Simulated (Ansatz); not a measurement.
ClH$_{3}$Si (`[SiH3]Cl`) from Hartree–Fock to CCSD(T)

```xyz
5

Si   -0.083    0.024    0.095
Cl    1.246   -0.361   -1.422
H     0.683    0.352    1.319
H    -0.912   -1.184    0.312
H    -0.934    1.169   -0.304
```

Total charge 0; spin multiplicity 1. Geometry: relaxed with PBE0-D4/def2-TZVP. Frozen core, restricted reference, Ansatz 0.2.0. CBS rows extrapolate triple and quadruple zeta.

```tsv
basis	HF (Eh)	MP2 corr.	CCSD corr.	(T)	CCSD(T) total
def2-SVP	-749.98300	-0.23733	-0.27208	-0.00514	-750.26022
def2-TZVPP	-750.24823	-0.32054	-0.35858	-0.01271	-750.61952
def2-QZVPP	-750.27045	-0.35016	-0.38514	-0.01508	-750.67067
CBS(def2)	-750.27352	-0.37210	-0.40483	-0.01684	-750.69519
cc-pV(D+d)Z	-750.23126	-0.24263	-0.27906	-0.00577	-750.51609
cc-pV(T+d)Z	-750.26216	-0.31964	-0.35775	-0.01267	-750.63258
cc-pV(Q+d)Z	-750.26973	-0.34926	-0.38442	-0.01501	-750.66916
CBS(cc)	-750.27202	-0.37035	-0.40340	-0.01668	-750.69210
```
